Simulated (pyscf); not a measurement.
Thermochemistry of product channels of HBr (SMILES Br) + CH₃• (SMILES [CH3]) on the doublet surface, in eV, from ωB97M-D3(BJ)/def2-TZVP energies (ideal gas, 1 atm, RRHO with modes under 100 cm⁻¹ raised to 100, one conformer, R ln 2 for chiral ones without a mode under 150 cm⁻¹). Optimised with ωB97X-D3(BJ)/def2-SVP in PySCF.

```json
[
 {"products": "•H₂C–Br (SMILES [CH2]Br) + H₂ (SMILES [H][H])", "ΔE": "+0.69", "ΔH(298 K)": "+0.61", "ΔG(298 K)": "+0.62", "ΔG(600 K)": "+0.62"},
 {"products": "Br• (SMILES [Br]) + H₂ (SMILES [H][H]) + CH₂ (SMILES [CH2]) [triplet]", "ΔE": "___", "ΔH(298 K)": "+4.15", "ΔG(298 K)": "+3.83", "ΔG(600 K)": "+3.50"}
]
```

### Question
Some entries are withheld; supply them.

### Answer

- Br• (SMILES [Br]) + H₂ (SMILES [H][H]) + CH₂ (SMILES [CH2]) [triplet], ΔE: +4.32

These are energies of the channels, which say nothing of barriers. Left out: orbital degeneracy and the spin-orbit lowering of Br, which is large for Br, Se, Te and I. Elements up to Kr have no core potential and no relativistic terms here.
